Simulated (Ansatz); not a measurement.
# C2H6Si: one species, many methods

The task here is to estimate one member of a computed series from the others.

Computed with Ansatz 0.2.0, Gaussian basis. Level: functionals in def2-TZVPP, the program's frozen cores in correlated methods.

Levels to be run: LDA (SPW92), PBE-D4, revPBE-D4, BLYP-D4, r2SCAN-D4, B97M-V, PBE0-D4, B3LYP-D4, r2SCANh-D4, r2SCAN0-D4, HSE06-D4, BHLYP-D4, CAM-B3LYP-D4, LC-ωPBE, ωB97X-V, ωB97M-V, B2PLYP, PBE-QIDH; CCSD(T)/def2-SVP; CCSD(T)/def2-TZVPP; MP2/def2-QZVPP; extrapolation to the limit; RPA on PBE.

### Structure used throughout

All runs share one geometry, relaxed beforehand with PBE0-D4 in a triple-zeta def2 set.

SMILES `CC[SiH]`, 9 atoms, charge 0, spin multiplicity 1.

Atoms are counted from 1 here; the program's logs count them from 0.

Bond lengths: C1–C2 1.523 Å, C1–H4 1.094 Å, C1–H5 1.093 Å, C1–H6 1.092 Å, C2–Si3 1.891 Å, C2–H7 1.095 Å, C2–H8 1.111 Å, Si3–H9 1.532 Å. Angles: C2–C1–H4 112.0°, C2–C1–H5 111.1°, C2–C1–H6 111.0°, H4–C1–H5 107.1°, H4–C1–H6 108.1°, H5–C1–H6 107.3°, C1–C2–Si3 121.0°, C1–C2–H7 111.7°, C1–C2–H8 109.8°, Si3–C2–H7 110.3°, Si3–C2–H8 97.9°, H7–C2–H8 104.1°, C2–Si3–H9 94.7°.

Set-up of the first run:

in.yaml reads:

```yaml
crystal:
  periodic: [false, false, false]
  atoms:
    - {symbol: C, position_ang: [-0.593649, 0.495630, -0.562686]}
    - {symbol: C, position_ang: [0.423365, -0.563784, -0.158935]}
    - {symbol: Si, position_ang: [1.475095, -0.358709, 1.398746]}
    - {symbol: H, position_ang: [-1.208920, 0.173079, -1.407670]}
    - {symbol: H, position_ang: [-0.097965, 1.423034, -0.860459]}
    - {symbol: H, position_ang: [-1.258430, 0.736271, 0.269466]}
    - {symbol: H, position_ang: [1.050953, -0.864794, -1.004288]}
    - {symbol: H, position_ang: [-0.103050, -1.497651, 0.133405]}
    - {symbol: H, position_ang: [0.401098, 0.410624, 2.175321]}
basis:
  gaussian: {orbitals: def2-TZVPP}
hamiltonian: {xc: lda}
output: {orbitals: {seedname: orbitals}}
```

Steps of the session up to this table: LDA; PBE-D4 (GGA); revPBE-D4 (GGA); BLYP-D4 (GGA); r2SCAN-D4 (meta-GGA); B97M-V (meta-GGA); PBE0-D4 (hybrid); B3LYP-D4 (hybrid); r2SCANh-D4 (hybrid); r2SCAN0-D4 (hybrid); HSE06-D4 (hybrid); BHLYP-D4 (hybrid); CAM-B3LYP-D4 (range-separated); LC-ωPBE-D4 (range-separated; the results give it without D4); ωB97X-V (range-separated); ωB97M-V (range-separated); B2PLYP (double hybrid); PBE-QIDH (double hybrid).

One of the session's tables, all rows but one given; the rest of the session is left out.

It belongs to the step «Orbital energies across the functionals». 

```
  functional  HOMO (eV)  LUMO (eV)  gap (eV)
 LDA (SPW92)      -5.26      -3.53      1.73
      PBE-D4      -5.20      -3.34      1.86
   revPBE-D4      -5.17      -3.26      1.91
     BLYP-D4      -5.09      -3.20      1.89
   r2SCAN-D4      -5.39      -3.18      2.21
      B97M-V      -5.48      -3.16      2.32
     PBE0-D4      -6.24      -2.46      3.78
    B3LYP-D4      -6.08      -2.66      3.42
  r2SCANh-D4      -5.78      -2.86      2.92
  r2SCAN0-D4      -6.36      -2.38      3.98
    HSE06-D4      -5.84      -2.85      3.00
    BHLYP-D4      -7.19      -1.51      5.68
CAM-B3LYP-D4      -7.53      -1.36      6.17
     LC-ωPBE      -8.81      -0.23      8.58
     ωB97X-V      -8.50      -0.34      8.16
     ωB97M-V          ?          ?         ?
```

Estimate the missing values for ωB97M-V.

**Answer.** HOMO (eV): -8.33; LUMO (eV): -0.49; gap (eV): 7.84. In the column «HOMO (eV)» it lies between ωB97X-V (-8.50) and CAM-B3LYP-D4 (-7.53).
